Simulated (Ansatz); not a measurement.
# CCl₂ (SMILES Cl[C]Cl): a rigid scan of the angle Cl1–C2–Cl3

An exercise on one series of results from a longer session: the logs are not shown, and one member is left open.

Method: single points in def2-TZVPP; program: Ansatz 0.2.0, Gaussian basis.

Levels: PBE-D4, r2SCAN-D4, PBE0-D4, B3LYP-D4, wB97M-V, Hartree-Fock, MP2, CCSD, CCSD(T). The scan takes 91.5, 96.0, 100.5, 105.0, 109.5, 114.0, 118.5, 123.0, 127.5°.

Correlated methods freeze the cores. B3LYP uses VWN-RPA correlation.

27 further runs of the same task are left out: 27 set aside as unsound or not needed.

### Starting geometry

SMILES `Cl[C]Cl`, 3 atoms, charge 0, spin multiplicity 1.

Atoms are counted from 1 here; the program's logs count them from 0.

Bond lengths: Cl1–C2 1.653 Å, C2–Cl3 1.653 Å. Angles: Cl1–C2–Cl3 128.3°.

Geometry (Å):

```
atom    x (Å)    y (Å)    z (Å)
 Cl1   1.2806  -0.4498   0.6555
  C2  -0.1692  -0.4276  -0.1387
 Cl3  -1.1114   0.8774  -0.5168
```

Set-up of the first run:

relax/in.yaml reads:

```yaml
crystal:
  periodic: [false, false, false]
  atoms:
    - {symbol: Cl, position_ang: [1.280630, -0.449790, 0.655520]}
    - {symbol: C, position_ang: [-0.169230, -0.427570, -0.138700]}
    - {symbol: Cl, position_ang: [-1.111400, 0.877360, -0.516820]}
basis:
  gaussian: {orbitals: def2-TZVP}
hamiltonian: {xc: pbe0, dispersion: d4}
relax: {f_tol: 0.005, max_steps: 200}
```

The command line of these runs was not kept.

Steps of the session up to this table: Relaxation at PBE0-D4; The minimum at every level; Cl1–C2–Cl3 = 91.5°; Cl1–C2–Cl3 = 96.0°; Cl1–C2–Cl3 = 100.5°; Cl1–C2–Cl3 = 105.0°; Cl1–C2–Cl3 = 109.5°; Cl1–C2–Cl3 = 114.0°; Cl1–C2–Cl3 = 118.5°; Cl1–C2–Cl3 = 123.0°; Cl1–C2–Cl3 = 127.5°.

One of the session's tables, all rows but one given; the rest of the session is left out.

Energies less that of the minimum at the same level (kJ/mol):

| angle (°) | PBE-D4 | PBE0-D4 | B3LYP-D4 | wB97M-V | Hartree-Fock |
| --- | --- | --- | --- | --- | --- |
| 91.5 | 66.9 | 65.4 | 70.6 | 64.9 | 76.4 |
| 96.0 | 35.2 | 33.8 | 37.3 | 33.0 | 40.2 |
| 100.5 | 15.0 | 13.9 | 16.0 | 13.2 | 17.1 |
| 105.0 | 3.8 | 3.2 | 4.2 | 2.8 | 4.4 |
| 109.5 (minimum) | 0.0 | 0.0 | 0.0 | 0.0 | 0.0 |
| 109.5 | 0.0 | 0.0 | 0.0 | 0.0 | 0.0 |
| 114.0 | 2.2 | 2.9 | 2.1 | 3.4 | 2.4 |
| 118.5 | ? | ? | ? | ? | ? |
| 123.0 | 21.1 | 23.5 | 21.4 | 25.0 | 23.7 |
| 127.5 | 36.6 | 40.0 | 37.4 | 42.0 | 41.1 |

Estimate the missing values for angle (°) = 118.5.

Worked estimate for «PBE-D4». A straight line through the neighbours (114.0, 2.2) and (123.0, 21.1) gives 2.2 + (21.1 − 2.2) × (118.5 − 114.0) / (123.0 − 114.0) = 11.7; a parabola fitted to 4 rows on both sides gives 9.4.

The run gave: PBE-D4: 9.4; PBE0-D4: 11.0; B3LYP-D4: 9.5; wB97M-V: 12.0; Hartree-Fock: 10.6. In «PBE-D4» the line misses by +2.3 and the parabola by 0.0.
